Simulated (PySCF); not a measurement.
# UM06-2X/ccECP-cc-pVDZ (core potential) run of NH (imidogen)

What is the vertical ionisation energy of NH (imidogen) at UM06-2X/ccECP-cc-pVDZ (core potential)? Input form: a Python script.

The results are computed with PySCF 2.14.0.

9 further runs of the same task are left out: 2 that didn't finish, 7 set aside as unsound or not needed.

## Step 1: The structure to begin with

NH has 2 atoms, charge 0, and is taken as a triplet. SMILES: `[NH]`. Geometry: the measured bond length.

Bond lengths: N1–H2 1.036 Å.

## Step 2: A single-point energy at UM06-2X/ccECP-cc-pVDZ (core potential)

input.xyz

```xyz
2

N      0.000000     0.000000     0.000000
H      0.000000     0.000000     1.036210
```

job.py

```python
# imidogen
from pyscf import gto, dft

mol = gto.Mole()
mol.atom = 'input.xyz'
mol.verbose = 3
mol.ecp = 'ccecp'
mol.basis = 'ccecp-cc-pvdz'
mol.spin = 2
mol.charge = 0
mol.max_memory = 1860
mol.build()

mf = dft.UKS(mol)
mf.xc = 'm06-2x'
mf.conv_tol = 1e-10
mf.grids.level = 5
mf.kernel()
if not mf.converged:
    mf = mf.newton().run(mf.mo_coeff, mf.mo_occ)

etot = mf.e_tot
print('E(%s) = %.9f' % ('M06-2X', etot))
```

Started as:

```sh
$ OMP_NUM_THREADS=1 python job.py
```

Output:

```text
WARN: HOMO -0.261807665298331 >= LUMO -0.261807665298335

converged SCF energy = -10.3818841539793  <S^2> = 2.0095676  2S+1 = 3.0063716
E(M06-2X) = -10.381884154
```

Wall time 2 s (1 thread of Arm Neoverse V2, shared host); peak memory 0.19 GiB.

## Step 3: The doublet cation

run.py

```python
from pyscf import gto, dft

mol = gto.Mole()
mol.atom = [
    ('N', (0.000000, 0.000000, 0.000000)),
    ('H', (0.000000, 0.000000, 1.036210)),
]
mol.spin = 1
mol.max_memory = 1860
mol.charge = 1
mol.ecp = 'ccecp'
mol.verbose = 4
mol.basis = 'ccecp-cc-pvdz'
mol.build()

mf = dft.UKS(mol)
mf.xc = 'm06-2x'
mf.conv_tol = 1e-10
mf.grids.level = 5
mf.kernel()
if not mf.converged:
    mf = mf.newton().run(mf.mo_coeff, mf.mo_occ)

energy = mf.e_tot
print('E = %.10f Eh' % energy)
```

Started as:

```sh
$ OMP_NUM_THREADS=1 python run.py
```

Output:

```text
PySCF version 2.14.0

[INPUT] num. atoms = 2
[INPUT] num. electrons = 5
[INPUT] charge = 1
[INPUT] spin (= nelec alpha-beta = 2S) = 1
[INPUT] symmetry False subgroup None
[INPUT] Mole.unit = angstrom
[INPUT] Symbol           X                Y                Z      unit          X                Y                Z       unit  Magmom
[INPUT]  1 N      0.000000000000   0.000000000000   0.000000000000 AA    0.000000000000   0.000000000000   0.000000000000 Bohr   0.0
[INPUT]  2 H      0.000000000000   0.000000000000   1.036210000000 AA    0.000000000000   0.000000000000   1.958153107536 Bohr   0.0

nuclear repulsion = 2.55342648169773
number of shells = 8
number of NR pGTOs = 57
number of NR cGTOs = 18
basis = ccecp-cc-pvdz
ecp = ccecp

******** <class 'pyscf.dft.uks.UKS'> ********
method = UKS
initial guess = minao
damping factor = 0
level_shift factor = 0
DIIS = <class 'pyscf.scf.diis.CDIIS'>
diis_start_cycle = 1
diis_space = 8
diis_damp = 0
SCF conv_tol = 1e-10
SCF conv_tol_grad = None
SCF max_cycles = 50
direct_scf = True
direct_scf_tol = 1e-13
number electrons alpha = 3  beta = 2
XC library pyscf.dft.libxc version 7.0.0
    S. Lehtola, C. Steigemann, M. J.T. Oliveira, and M. A.L. Marques.,  SoftwareX 7, 1–5 (2018)
XC functionals = m06-2x
    Y. Zhao and D. G. Truhlar.,  Theor. Chem. Acc. 120, 215 (2008)
    Y. Zhao and D. G. Truhlar.,  Theor. Chem. Acc. 120, 215 (2008)
radial grids:
    Treutler-Ahlrichs [JCP 102, 346 (1995); DOI:10.1063/1.469408] (M4) radial grids

becke partition: Becke, JCP 88, 2547 (1988); DOI:10.1063/1.454033
pruning grids: <function nwchem_prune>
grids dens level: 5
symmetrized grids: False
atomic radii adjust function: <function treutler_atomic_radii_adjust>
small_rho_cutoff = 0
Set gradient conv threshold to 1e-05
tot grids = 65656
init E= -10.0782135701416

[... the frontier-level lines of each cycle are left out ...]



cycle= 1 E= -9.80342749042915  delta_E= 0.275  |g|= 0.337  |ddm|= 1.58
cycle= 2 E= -9.86364714297519  delta_E= -0.0602  |g|= 0.122  |ddm|= 1.03
cycle= 3 E= -9.87125583562328  delta_E= -0.00761  |g|= 0.00886  |ddm|= 0.307
cycle= 4 E= -9.87132112298722  delta_E= -6.53e-05  |g|= 0.00266  |ddm|= 0.0244
cycle= 5 E= -9.87132944290407  delta_E= -8.32e-06  |g|= 0.000856  |ddm|= 0.0097
cycle= 6 E= -9.87133242891399  delta_E= -2.99e-06  |g|= 0.000528  |ddm|= 0.00541
cycle= 7 E= -9.87133462240801  delta_E= -2.19e-06  |g|= 0.000523  |ddm|= 0.00383
cycle= 8 E= -9.87133482754846  delta_E= -2.05e-07  |g|= 0.000523  |ddm|= 0.000356
cycle= 9 E= -9.8712868342537  delta_E= 4.8e-05  |g|= 0.000501  |ddm|= 0.132
cycle= 10 E= -9.87128697086002  delta_E= -1.37e-07  |g|= 0.000419  |ddm|= 0.0207
cycle= 11 E= -9.87128673563288  delta_E= 2.35e-07  |g|= 0.000105  |ddm|= 0.0117
cycle= 12 E= -9.87128688086826  delta_E= -1.45e-07  |g|= 0.000106  |ddm|= 0.00642
cycle= 13 E= -9.87128675201386  delta_E= 1.29e-07  |g|= 3.51e-05  |ddm|= 0.00951
cycle= 14 E= -9.87128673969905  delta_E= 1.23e-08  |g|= 2.76e-07  |ddm|= 0.00219
cycle= 15 E= -9.87128673969884  delta_E= 2.1e-13  |g|= 5.43e-08  |ddm|= 8.86e-06
Extra cycle  E= -9.87128673969884  delta_E=    0  |g|= 1.07e-08  |ddm|= 9.47e-08
converged SCF energy = -9.87128673969884  <S^2> = 0.75208936  2S+1 = 2.0020883
E = -9.8712867397 Eh
```

Wall time 2.8 s (1 thread of Arm Neoverse V2, shared host); peak memory 0.19 GiB.

## Step 4: Results

At UM06-2X/ccECP-cc-pVDZ (core potential):

| quantity | value |
| --- | --- |
| triplet NH: total energy | -10.38188 Eh |
| triplet NH: dipole moment | 1.65 D |
| triplet NH: HOMO energy (highest over α and β) | -11.02 eV |
| triplet NH: LUMO energy (lowest over α and β) | -0.38 eV |
| triplet NH: ⟨S²⟩ | 2.010 |
| doublet cation: total energy | -9.87129 Eh |
| doublet cation: HOMO energy (highest over α and β) | -24.20 eV |
| doublet cation: LUMO energy (lowest over α and β) | -16.42 eV |
| doublet cation: ⟨S²⟩ | 0.752 |
| vertical ionisation energy (to the doublet cation) | 13.894 eV |

Removing an electron at fixed nuclei costs 13.89 eV (320 kcal/mol).
